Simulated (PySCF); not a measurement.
Some computed properties have been withheld. Give your best values.

Species: C4H12N2.
Z-matrix (Å and degrees, PBE0-D3(BJ)/def2-SVP geometry), rows numbered from 1:
```
C 
N   1  1.4404
C   2  1.4419  1  111.76
C   2  1.4492  1  112.95  3  -129.12
C   4  1.5277  2  112.40  1  -158.65
N   5  1.4470  4  114.65  2    56.27
H   1  1.1141  2  113.34  3    63.84
H   1  1.1006  2  110.20  3  -175.37
H   1  1.1013  2  110.14  3   -56.61
H   3  1.0994  2  110.89  1   174.95
H   3  1.1007  2  110.05  1    56.32
H   3  1.1142  2  112.93  1   -64.13
H   4  1.1034  2  107.46  1   -39.87
H   4  1.1159  2  112.04  1    76.53
H   5  1.1041  4  109.66  2   -66.32
H   5  1.1024  4  108.71  2   179.27
H   6  1.0193  5  109.40  4    66.16
H   6  1.0207  5  107.44  4   -47.29
```

```tsv
property	level	value
point group	PBE0-D3(BJ)/def2-SVP	?
rotational constants A, B, C	PBE0-D3(BJ)/def2-SVP	5.762, 2.168, 1.988 GHz
dipole moment	CAM-B3LYP/def2-SVPD	1.94 D
HOMO energy	CAM-B3LYP/def2-SVPD	-7.69 eV
LUMO energy	CAM-B3LYP/def2-SVPD	1.29 eV
lowest singlet excitation	TDDFT CAM-B3LYP/def2-SVPD	6.06 eV (205 nm, f = 0.025)
strongest line among the 10 lowest singlet transitions	TDDFT CAM-B3LYP/def2-SVPD	?
lowest triplet excitation (Tamm–Dancoff)	TDA CAM-B3LYP/def2-SVPD	?
static isotropic polarisability	CAM-B3LYP/def2-SVPD	69.8 au
vertical ionisation energy	ΔSCF CAM-B3LYP/def2-SVPD	8.41 eV
electronic spatial extent ⟨r²⟩ about the centre of nuclear charge	CAM-B3LYP/def2-SVPD	728 bohr²
13C chemical shifts (computed TMS as zero) by class	GIAO B97-2/pcSseg-1	63.7 (C4), 44.2 (C1/C3), 42.0 (C5) ppm
1H chemical shifts (computed TMS as zero) by class	GIAO B97-2/pcSseg-1	2.45 (H15/H16), 2.08 (H7/H8/H9/H10/H11/H12), 1.86 (H13/H14), 0.46 (H17/H18) ppm
isotropic shieldings of nuclei other than C and H, by class	GIAO B97-2/pcSseg-1	231 (N2), 232 (N6) ppm
largest of the computed one-bond spin–spin couplings (means over like bonds)	B3LYP/pcJ-1, spin–dipole term left out for some pairs	13C–1H +138.1 (C5–H15 and 1 like it), 13C–1H +138.1 (C1–H7 and 5 like it), 13C–1H +133.5 (C4–H13 and 1 like it), 15N–1H -62.6 (N6–H17 and 1 like it), 13C–13C +37.7 (C4–C5), 15N–13C -6.1 (N2–C4), 15N–13C -5.9 (N2–C1 and 1 like it), 15N–13C -3.2 (N6–C5) Hz
core binding energies	ΔSCF SCAN, pcX-2 on the ionised atom, pcseg-1 elsewhere, spin-free X2C	C1s 291.1 (C4), C1s 291.2 (C5), C1s 291.4 (C1/C3), N1s 404.6 (N6), N1s 404.7 (N2) eV
```

Gas-phase values; electronic properties from PySCF, density fitting. The structure is a single PBE0-D3(BJ)/def2-SVP conformer in the gas phase; no vibrational or solvent corrections. NMR classes are plain means over equivalent atoms (diastereotopic ones count apart unless rotation or inversion swaps them), as if these changed places fast; in this geometry the members of some classes differ.

Q: The point group?

A: C1.

Q: Give the lowest triplet excitation (Tamm–Dancoff).

A: 5.87 eV.

Q: What is the strongest line among the 10 lowest singlet transitions?

A: S5 at 7.23 eV (172 nm, f = 0.124).

In wavenumbers S1 is 48900 cm⁻¹ (1 eV = 8065.54 cm⁻¹). The largest Löwdin shares of the HOMO are 0.54 on N2, 0.08 on C1, 0.08 on C4 and 0.07 on C3. No computed singlet falls in the visible range (750 to 380 nm, 1.65 to 3.26 eV); S1 lies 2.80 eV above its blue end. The rotational constants make it an asymmetric top with κ = (2B − A − C)/(A − C) = -0.90, nearer the prolate limit (−1). The vertical singlet–triplet gap S1 − T1 is 0.19 eV (TDDFT singlet less Tamm–Dancoff triplet; S1: HOMO→LUMO, weight 0.93; T1: HOMO→LUMO, weight 0.91). The principal polarisabilities are 65.8, 67.8 and 76.0 au; their mean is the isotropic value.
